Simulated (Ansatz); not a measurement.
Relaxation of ClH$_{4}$OSi (7 atoms, charge 0, multiplicity 2), to a largest force component of 0.03 eV/Å in at most 50 steps.

The calculation used UKS PBE-D4/6-31G* in Ansatz.

```xyz
7
Properties=species:S:1:pos:R:3:forces:R:3
Si 0.029 -0.073 -0.170 0.02 0.01 0.22
H 0.156 0.094 2.475 -0.07 0.01 0.42
H 1.391 0.002 -0.792 -0.02 0.00 0.00
H -0.834 1.093 -0.594 0.00 0.00 0.00
O -0.599 -1.563 -0.623 0.00 0.00 0.00
H -1.522 -1.718 -0.342 0.01 0.00 -0.01
Cl 0.030 0.149 3.816 0.06 -0.02 -0.63
```

**Question.** Where does it end, and by what steps?

**Answer.** The forces met the threshold. After 9 steps the energy has fallen by 0.105 eV; H2 moved furthest, 0.58 Å.

```json
{"step": "0", "energy less start (eV)": "0.0000", "largest force component (eV/Å)": "0.630", "accepted": "yes"}
{"step": "1", "energy less start (eV)": "-0.0527", "largest force component (eV/Å)": "0.250", "accepted": "yes"}
{"step": "2", "energy less start (eV)": "-0.0669", "largest force component (eV/Å)": "0.641", "accepted": "yes"}
{"step": "3", "energy less start (eV)": "-0.0820", "largest force component (eV/Å)": "0.429", "accepted": "yes"}
{"step": "4", "energy less start (eV)": "-0.0911", "largest force component (eV/Å)": "0.223", "accepted": "yes"}
{"step": "5", "energy less start (eV)": "-0.1014", "largest force component (eV/Å)": "0.205", "accepted": "yes"}
{"step": "6", "energy less start (eV)": "-0.1042", "largest force component (eV/Å)": "0.034", "accepted": "yes"}
{"step": "7", "energy less start (eV)": "-0.1045", "largest force component (eV/Å)": "0.033", "accepted": "yes"}
{"step": "8", "energy less start (eV)": "-0.1046", "largest force component (eV/Å)": "0.051", "accepted": "yes"}
{"step": "9", "energy less start (eV)": "-0.1048", "largest force component (eV/Å)": "0.015", "accepted": "yes"}
```

```xyz
7
Properties=species:S:1:pos:R:3
Si 0.010 -0.094 0.072
H 0.087 0.010 1.905
H 1.412 0.019 -0.438
H -0.849 1.088 -0.297
O -0.582 -1.552 -0.495
H -1.535 -1.704 -0.344
Cl 0.110 0.217 3.367
```

Run time: 13 s on 1 thread of AMD EPYC 9R45 (Zen 5) (shared host), peak memory 0.16 GiB.
